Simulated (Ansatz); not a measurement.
A made-up structure of CH$_{3}$AlF (charge -1), closed shell:

F1  (-0.750, -1.831, -0.754)
C2  (-0.144, -0.940, 0.151)
Al3  (0.150, 0.868, -0.101)
H4  (0.128, -1.511, 1.044)
H5  (-0.255, 1.709, -1.425)
H6  (0.136, -0.660, 1.134)
(Å)

It is relaxed with PBE-D4/def2-SVPD and then PBE0-D4/def2-TZVPD (Ansatz 0.2.0). Atoms count as bonded within 1.22 times the sum of their covalent radii (H–H: 0.88 Å). The end point is not checked to be a true minimum.

(1) Does its bonding change? (Judge from chemistry; the calculation decides.)

Answers

(1) By the calculation: Yes. Formed: none; broken: H4–H6.

Where it ends: The first stage lowers the energy by 5.03 eV in 16 steps. It ends as CH₃AlF ([F][CH2][AlH]), total charge -1:
F1  (-0.979, -1.530, -0.591)
C2  (-0.150, -0.838, 0.349)
Al3  (0.559, 1.063, -0.018)
H4  (0.704, -1.511, 0.540)
H5  (-0.149, 1.281, -1.528)
H6  (-0.720, -0.830, 1.295)
(Å)

Labels in which every atom is bracketed show which atoms are joined, not bond orders.

For scale, one of the runs: PBE0-D4/def2-TZVPD relaxation, 147 basis functions, launched by `ansatz run in.yaml --threads 2 --pin off --events-out ev --progress --plain --max-ram 4352MiB`. Hardware: 2 CPU threads of an Arm Neoverse V2, shared host. Wall time about 15 s.
